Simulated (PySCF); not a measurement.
Start geometry of `O=S(CC)(=O)Cl` from GFN2-xTB (Å):
```
atom  x, y, z in Å
C1    -1.2320    0.2903   -0.2784
C2    -0.2825   -0.4024    0.6104
S3     1.3289   -0.2580   -0.1652
O4     1.3173   -0.5955   -1.5429
O5     2.3478   -0.8722    0.6457
Cl6    1.6612    1.7611   -0.0610
H7    -2.2671    0.1614    0.0521
H8    -1.1380   -0.0605   -1.3011
H9    -1.0483    1.3889   -0.2746
H10   -0.4595   -1.4698    0.6875
H11   -0.1898    0.0310    1.6118
```

Task: What comes out of this run: PySCF 2.14.0, PBE0-D3(BJ)/def2-SVP geometry optimisation, gas phase?

Result: 
```
atom  x, y, z in Å
C1    -1.2755    0.2953   -0.3863
C2    -0.2788   -0.3500    0.5463
S3     1.4118   -0.2697   -0.0414
O4     1.4604   -0.6864   -1.4265
O5     2.2954   -0.8294    0.9569
Cl6    1.7058    1.8152   -0.0092
H7    -2.2856    0.1921    0.0354
H8    -1.2553   -0.1841   -1.3744
H9    -1.0620    1.3662   -0.5103
H10   -0.4268   -1.4386    0.6452
H11   -0.2515    0.0874    1.5545
```

The energy falls by 5.3 kcal/mol over 9 energy and gradient evaluations, the largest force component goes from 0.0430 to 3.4e-04 Eh/bohr, and the atoms move by 0.109 Å rms after alignment. The bond that changes most is S3–Cl6 (ends: sulfonyl sulfur; chlorine bonded to S), which lengthens by 0.057 Å. Bonds longer at the end by more than 0.005 Å: 7 of 10; shorter: 1. Among the angles that change most is C1–C2–S3, from 106.3° to 113.7°. Among the dihedrals that turn most is H8–C1–C2–H11, from 169° to 180°. Rotational constants go from 2841, 2403, 1799 to 2713, 2300, 1715 MHz. The orientation of the end geometry is arbitrary; only internal coordinates are fixed.

The run used 117 basis functions and 67 SCF cycles in all. Hardware: one thread, Intel Xeon 6975P-C (x86_64), no GPU, shared host with 192 logical CPUs at a one-minute load of 101. Cost: 39 s of wall time, 0.49 GiB resident at most.

Stationary, but not proved a minimum. One conformer, not necessarily the lowest.
